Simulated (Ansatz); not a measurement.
Nudged elastic band run: C$_{2}$H$_{3}$NS

input.yaml

```yaml
crystal:
  periodic: [false, false, false]
  atoms:
    - { symbol: "N", position_ang: [-0.507369, 1.05785, -0.382899] }
    - { symbol: C, position_ang: [0.017143, -0.145615, -0.097081] }
    - { symbol: C, position_ang: [0.824044, -0.913238, 0.561703] }
    - { symbol: S, position_ang: [-0.111461, -1.793063, -0.814029] }
    - { symbol: H, position_ang: [-1.387097, 1.07336, -0.882821] }
    - { symbol: H, position_ang: [-0.377121, 1.799092, 0.295392] }
    - { symbol: H, position_ang: [1.603161, -1.146586, 1.274035] }
basis:
  gaussian: { orbitals: def2-SVP }
hamiltonian:
  xc: pbe0
neb:
  order_check: false
  images: 7
  f_tol: 0.03
  max_iterations: 6
  final_atoms:
    - { symbol: "N", position_ang: [-0.82772511, 1.42627231, -0.1859357] }
    - { symbol: C, position_ang: [-0.1607259, 0.27637347, -0.12660536] }
    - { symbol: C, position_ang: [0.45057673, -0.77720274, -0.02218526] }
    - { symbol: S, position_ang: [1.28680852, -2.23114742, -0.06211958] }
    - { symbol: H, position_ang: [-1.8120141, 1.40340278, -0.4266807] }
    - { symbol: H, position_ang: [-0.33507114, 2.25668936, -0.49416655] }
    - { symbol: H, position_ang: [1.459451, -2.42258776, 1.27199315] }
  initial_path:
    images:
      - { positions_ang: [[-0.507369, 1.05785, -0.382899], [0.017143, -0.145615, -0.097081], [0.824044, -0.913238, 0.561703], [-0.111461, -1.793063, -0.814029], [-1.387097, 1.07336, -0.882821], [-0.377121, 1.799092, 0.295392], [1.603161, -1.146586, 1.274035]] }
      - { positions_ang: [[-0.50833669, 1.07327757, -0.40771461], [0.02821567, -0.09498939, -0.09362443], [0.84030611, -0.80304485, 0.60330979], [-0.01755031, -1.74359923, -0.68186354], [-1.40863769, 1.04107811, -0.89200961], [-0.42887207, 1.83001688, 0.2648337], [1.55617497, -1.37093908, 1.1613687]] }
      - { positions_ang: [[-0.50930437, 1.08870514, -0.43253022], [0.03928833, -0.04436377, -0.09016787], [0.85656823, -0.69285171, 0.64491659], [0.07636037, -1.69413547, -0.54969808], [-1.43017838, 1.00879622, -0.90119823], [-0.48062313, 1.86094176, 0.23427541], [1.50918895, -1.59529217, 1.0487024]] }
      - { positions_ang: [[-0.51027206, 1.1041327, -0.45734583], [0.050361, 0.00626184, -0.0867113], [0.87283034, -0.58265856, 0.68652338], [0.17027106, -1.6446717, -0.41753263], [-1.45171907, 0.97651433, -0.91038684], [-0.5323742, 1.89186663, 0.20371711], [1.46220292, -1.81964525, 0.9360361]] }
      - { positions_ang: [[-0.51123974, 1.11956027, -0.48216144], [0.06143366, 0.05688745, -0.08325473], [0.88909246, -0.47246542, 0.72813018], [0.26418175, -1.59520793, -0.28536717], [-1.47325977, 0.94423244, -0.91957545], [-0.58412526, 1.92279151, 0.17315881], [1.4152169, -2.04399833, 0.82336981]] }
      - { positions_ang: [[-0.59036108, 1.19623828, -0.40810501], [0.00589377, 0.11175896, -0.09409239], [0.77946353, -0.54864975, 0.54055132], [0.51983844, -1.7541928, -0.22955527], [-1.55794835, 1.05902503, -0.79635176], [-0.52186173, 2.00626597, 0.00632747], [1.42627542, -2.13864569, 0.93552564]] }
      - { positions_ang: [[-0.66948242, 1.27291629, -0.33404857], [-0.04964612, 0.16663046, -0.10493005], [0.66983459, -0.62483408, 0.35297246], [0.77549514, -1.91317767, -0.17374337], [-1.64263693, 1.17381761, -0.67312808], [-0.4595982, 2.08974044, -0.16050387], [1.43733395, -2.23329305, 1.04768148]] }
      - { positions_ang: [[-0.74860376, 1.3495943, -0.25999213], [-0.10518601, 0.22150197, -0.1157677], [0.56020566, -0.70101841, 0.1653936], [1.03115183, -2.07216255, -0.11793147], [-1.72732552, 1.2886102, -0.54990439], [-0.39733467, 2.1732149, -0.32733521], [1.44839247, -2.32794041, 1.15983731]] }
      - { positions_ang: [[-0.82772511, 1.42627231, -0.1859357], [-0.1607259, 0.27637347, -0.12660536], [0.45057673, -0.77720274, -0.02218526], [1.28680852, -2.23114742, -0.06211958], [-1.8120141, 1.40340278, -0.4266807], [-0.33507114, 2.25668936, -0.49416655], [1.459451, -2.42258776, 1.27199315]] }
```

Launched with:

```bash
$ ansatz run input.yaml --threads 1 --pin off --max-ram 2048MiB --backend cpu --events-out ev --progress --plain --runs-dir out
```

Output, in part (warnings, iteration lines):

```
NEB end point (image 0): max|allowed force component| = 1.978e-2 eV/Å (the criterion of neb.relax_end_points is 1.000e-2)
NEB end point (image 8): max|allowed force component| = 6.201e-3 eV/Å (the criterion of neb.relax_end_points is 1.000e-2)
NEB iter   1: max|band force component| = 1.911e1 eV/Å  barrier→ = 7.7101 eV  barrier← = 8.2130 eV  Δτ_max = 0.1971 Å  (273 SCF iters)
NEB iter   2: max|band force component| = 7.221e0 eV/Å  barrier→ = 5.2409 eV  barrier← = 5.7438 eV  Δτ_max = 0.1946 Å  (252 SCF iters)
NEB iter   3: max|band force component| = 4.304e0 eV/Å  barrier→ = 3.4877 eV  barrier← = 3.9906 eV  Δτ_max = 0.2000 Å  (234 SCF iters)
NEB iter   4: max|band force component| = 5.744e0 eV/Å  barrier→ = 2.9052 eV  barrier← = 3.4081 eV  Δτ_max = 0.1005 Å  (230 SCF iters)
NEB iter   5: max|band force component| = 1.338e0 eV/Å  barrier→ = 2.3103 eV  barrier← = 2.8132 eV  Δτ_max = 0.1935 Å  (222 SCF iters)
NEB iter   6: max|band force component| = 2.240e0 eV/Å  barrier→ = 2.4944 eV  barrier← = 2.9973 eV  Δτ_max = 0.0976 Å  (223 SCF iters)
Error: NEB band did not converge after 6 iterations: max|band force component| = 2.24e0 eV/Å (threshold 3.0e-2); raise `neb.max_iterations` in a new run, which can start from the last band evaluated (`neb.initial_path`, with `crystal.atoms` and `neb.final_atoms` set to its first and last images), …
```

The run ended unconverged. The band didn't meet its force threshold, so its energies are provisional: the largest band force was still 2.24 eV/Å, and over the last iterations the top moved between 2.31 and 2.91 eV. The orbitals stay closed-shell, which can raise the energy where a bond breaks towards radicals; this wasn't checked here.

Final band (atoms are numbered from 1 in the order of the input):

```json
{"image": "0", "path coordinate (Å)": "0.00", "energy (kJ/mol)": "0.0", "C2–S4 (Å)": "1.80", "C3–H7 (Å)": "1.08", "S4–H7 (Å)": "2.78"}
{"image": "1", "path coordinate (Å)": "0.64", "energy (kJ/mol)": "41.7", "C2–S4 (Å)": "1.83", "C3–H7 (Å)": "1.06", "S4–H7 (Å)": "2.49"}
{"image": "2", "path coordinate (Å)": "1.28", "energy (kJ/mol)": "162.5", "C2–S4 (Å)": "1.86", "C3–H7 (Å)": "1.11", "S4–H7 (Å)": "1.88"}
{"image": "3", "path coordinate (Å)": "1.92", "energy (kJ/mol)": "240.7", "C2–S4 (Å)": "1.99", "C3–H7 (Å)": "1.67", "S4–H7 (Å)": "1.29"}
{"image": "4", "path coordinate (Å)": "2.56", "energy (kJ/mol)": "195.0", "C2–S4 (Å)": "2.05", "C3–H7 (Å)": "2.07", "S4–H7 (Å)": "1.33"}
{"image": "5", "path coordinate (Å)": "3.20", "energy (kJ/mol)": "82.0", "C2–S4 (Å)": "2.38", "C3–H7 (Å)": "2.27", "S4–H7 (Å)": "1.32"}
{"image": "6", "path coordinate (Å)": "3.84", "energy (kJ/mol)": "5.8", "C2–S4 (Å)": "2.61", "C3–H7 (Å)": "2.35", "S4–H7 (Å)": "1.34"}
{"image": "7", "path coordinate (Å)": "4.47", "energy (kJ/mol)": "-34.7", "C2–S4 (Å)": "2.82", "C3–H7 (Å)": "2.35", "S4–H7 (Å)": "1.35"}
{"image": "8", "path coordinate (Å)": "5.11", "energy (kJ/mol)": "-48.5", "C2–S4 (Å)": "2.90", "C3–H7 (Å)": "2.32", "S4–H7 (Å)": "1.36"}
```

Time of the run: 100 s on 1 thread of Arm Neoverse V1 (shared host), peak memory 0.16 GiB.
